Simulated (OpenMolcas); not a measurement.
AlH2F (SMILES [F][AlH2]): methods side by side

AlH2F: 4 atoms, total charge 0, spin state singlet. As SMILES, `[F][AlH2]`. The shape comes from GFN2-xTB, which is rough for such elements, and wasn't checked as a minimum.

```xyz
4

F    -0.3464   -0.0150    1.5652
Al    0.0083    0.0003   -0.0373
H    -0.3870   -1.1977   -0.8985
H     0.7251    1.2124   -0.6294
```

Each level gives the energy change with the F1–Al2 bond stretched from 1.641 to 2.052 Å (eV). The values are calculated.

```
                     level                 kind     program  value (eV)  less FCI/STO-3G  CPU time (all runs)
    HF/STO-3G (restricted)         Hartree–Fock  OpenMolcas        2.31            +0.45                3.4 s
 SVWN5/STO-3G (restricted)                  LDA  OpenMolcas        1.92            +0.06                6.3 s
r2SCAN/STO-3G (restricted)             meta-GGA  OpenMolcas        1.90            +0.04                8.8 s
 B3LYP/STO-3G (restricted)        global hybrid  OpenMolcas        1.89            +0.03                7.1 s
M06-2X/STO-3G (restricted)      hybrid meta-GGA  OpenMolcas        2.05            +0.19                7.8 s
  PBE0/STO-3G (restricted)        global hybrid  OpenMolcas        1.94            +0.08                6.9 s
B2PLYP/STO-3G (restricted)        double hybrid  OpenMolcas        2.00            +0.14                6.7 s
   MP2/STO-3G (restricted)  perturbation theory  OpenMolcas        2.12            +0.26                3.1 s
                FCI/STO-3G   exact in the basis  OpenMolcas        1.86             0.00                8.3 s
```

FCI/STO-3G is exact within its basis and frozen core, so for wave-function methods in that basis the difference is their error; functionals converge differently with the basis, so for them it is only a difference. The first shape isn't each level's own minimum. The values span 1.86 to 2.31 eV. All rows use very small basis sets, so even the best lies far from the true value. Times are those of the runs behind each value, whatever else they computed, on shared processors of several kinds: orders of magnitude only.
